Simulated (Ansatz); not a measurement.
HBeP, singlet: reading a ladder of total energies

Geometry: displaced at random from a stationary point.

```xyz
3

P     0.0844    0.0052   -1.8118
Be   -0.0805    0.0136    0.2411
H    -0.0039   -0.0188    1.5706
```

Basis 6-31G; Ansatz 0.2.0. Correlated methods freeze the noble-gas cores, which leaves 8 electrons in 18 orbitals. Prefix R: restricted or restricted open-shell reference.

Full CI is exact within this basis and frozen core; it isn't the basis-set limit.

RCCSD has a T1 diagnostic of 0.017 and a largest doubles amplitude of 0.32.

Runs differ by some tens of microhartree through their thresholds, so steps under 0.03 kcal/mol mean nothing.

```csv
level,total energy (hartree)
RHF,-355.825459
RMP2,-355.882155
RCCSD,-355.904704
RCCSD(T),-355.907665
RCCSDT*,-355.911281
RCCSDT(Q)*,-355.912044
RCCSDTQ*,-355.911901
full CI,-355.911910
```

Q: What is the correlation energy at full CI, and what share of it do RMP2 and RCCSD recover?

A: E(corr) = -355.911910 − (-355.825459) = -0.086451 hartree = -2.352 eV. RMP2: -0.056696 / -0.086451 = 65.58 %. RCCSD: -0.079245 / -0.086451 = 91.66 %.

Q: By how many kcal/mol does RCCSD(T) miss full CI (1 hartree = 627.509 kcal/mol), and which steps make up the rest?

A: -355.907665 − (-355.911910) = 0.004245 hartree = 2.66 kcal/mol. Steps: RCCSDT − RCCSD(T) = -2.27, RCCSDT(Q) − RCCSDT = -0.48, RCCSDTQ − RCCSDT(Q) = 0.09, full CI − RCCSDTQ = -0.01 kcal/mol. With more than one leading determinant such errors change with state and geometry, and needn't cancel in differences.

An asterisk marks runs whose energy the program itself flagged as in doubt.
